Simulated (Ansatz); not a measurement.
Process, species as SMILES: ClC=C → ClC=[CH] + H atom
B3LYP-D3(BJ)/def2-TZVP geometries, fixed; electronic energies without zero-point terms.

Basis-set convergence of the bond dissociation energy at B2PLYP with Ansatz (a quantum-chemistry and plane-wave program). Cartesian d functions, on some or all atoms, in 6-31G*, 6-31+G*, 6-311G**, 6-311+G**; all else is spherical. Cores are frozen. Open shells are unrestricted. No added dispersion term, no relativity. Functions are those of the species that has most. Reference: the value in aug-pcseg-3, 118.21 kcal/mol, itself unsure by roughly 0.04 kcal/mol (its mean distance from aug-cc-pV(Q+d)Z, def2-QZVPPD, pcseg-3). Deviations are taken from unrounded values.

```tsv
basis	functions	bond dissociation energy (kcal/mol)
6-31G*	55	115.86
6-31+G*	67	115.53
def2-SVP	61	116.91
def2-SVPD	91	117.26
pcseg-1	61	116.60
aug-pcseg-1	100	116.70
cc-pV(D+d)Z	66	116.07
aug-cc-pV(D+d)Z	105	116.34
6-311G**	81	116.80
6-311+G**	93	116.67
def2-TZVP	117	117.10
def2-TZVPD	147	117.11
pcseg-2	136	117.89
aug-pcseg-2	211	117.90
cc-pV(T+d)Z	141	117.87
aug-cc-pV(T+d)Z	216	117.83
def2-TZVPP	146	117.86
def2-TZVPPD	176	117.84
cc-pV(Q+d)Z	264	118.16
aug-cc-pV(Q+d)Z	387	118.16
def2-QZVPP	274	118.12
def2-QZVPPD	304	118.12
pcseg-3	283	118.20
aug-pcseg-3	406	118.21
```

What the diffuse functions change, pair by pair:
- 6-31G* to 6-31+G*: 12 more functions, deviation -2.34 to -2.68 kcal/mol
- def2-SVP to def2-SVPD: 30 more functions, deviation -1.29 to -0.95 kcal/mol
- pcseg-1 to aug-pcseg-1: 39 more functions, deviation -1.61 to -1.50 kcal/mol
- cc-pV(D+d)Z to aug-cc-pV(D+d)Z: 39 more functions, deviation -2.14 to -1.86 kcal/mol
- 6-311G** to 6-311+G**: 12 more functions, deviation -1.41 to -1.53 kcal/mol
- def2-TZVP to def2-TZVPD: 30 more functions, deviation -1.11 to -1.10 kcal/mol
- pcseg-2 to aug-pcseg-2: 75 more functions, deviation -0.32 to -0.30 kcal/mol
- cc-pV(T+d)Z to aug-cc-pV(T+d)Z: 75 more functions, deviation -0.33 to -0.38 kcal/mol
- def2-TZVPP to def2-TZVPPD: 30 more functions, deviation -0.34 to -0.37 kcal/mol
- cc-pV(Q+d)Z to aug-cc-pV(Q+d)Z: 123 more functions, deviation -0.05 to -0.04 kcal/mol
- def2-QZVPP to def2-QZVPPD: 30 more functions, deviation -0.09 to -0.09 kcal/mol
- pcseg-3 to aug-pcseg-3: 123 more functions, deviation -0.01 to 0.00 kcal/mol

Leaving out the reference's own pair, they bring the value nearer the reference by more than 0.04 kcal/mol in 3 of 11 pairs.
